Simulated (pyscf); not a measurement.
Homolytic dissociation enthalpies at 298 K of Ge–N, N–Si, N–Sn bonds in 8 gas-phase molecules, in kcal/mol. Optimised with ωB97X-D3(BJ)/def2-SVP in PySCF. MP2 and CC: frozen core, UHF for open shells. ΔMP2 is the change of the MP2 total energy from the triple- to the quadruple-zeta basis. Both columns use the same structures and thermal terms. Rows were drawn at random from the closed-shell molecules with such a bond whose radicals are computed, keep their shape and have no isomer in the data more than 5 kcal/mol lower.

```csv
row,molecule,radicals,r²SCAN/def2-TZVP,CCSD(T)/def2-TZVPP + ΔMP2(QZVPP)
1,H₂N–SiH₂–Br,NH₂• + •H₂Si–Br,100.2,106.6
2,H₂N–Si(F)(F)–F,NH₂• + F–Si•(F)–F,112.7,?
3,H₂N–SiH(NH₂)–Cl,NH₂• + H₂N–SiH•–Cl,104.0,111.1
4,H₂N–SiH(NH₂)–F,NH₂• + H₂N–SiH•–F,108.1,115.0
5,H₂N–SiH₃,NH₂• + SiH₃•,95.6,101.8
6,H₃C–SnH₂–NH₂,H₃C–SnH₂• + NH₂•,69.7,77.0
7,H₂N–SiH(F)–F,NH₂• + F–SiH•–F,109.8,116.5
8,H₂N–GeH₂–Cl,NH₂• + Cl–GeH₂•,83.6,90.5
```

Problem. Fit a line that carries the r²SCAN values to the last column and predict row 2.

Solution. In the 7 complete rows the last column lies 6.2 to 7.3 kcal/mol from r²SCAN (mean 6.8, median 6.9). Least squares gives y = 7.7 + 0.99·x with residuals of 0.3 kcal/mol (root mean square). For row 2: 7.7 + 0.99 × 112.7 = 119.3 kcal/mol, an extrapolation. The computed value is 119.6 kcal/mol, 0.3 over the line. The CCSD(T) − MP2 part came from Ansatz, without density fitting, on the same reference. The frozen core leaves the outer d or s,p core shells of the metals and heavy elements correlated in the MP2 and CC values, and def2-TZVPP describes them poorly, which can shift differences by a few kcal/mol. Elements up to Kr have no core potential and no relativistic terms here. Elements past Kr carry the def2 core potentials, without spin-orbit coupling.
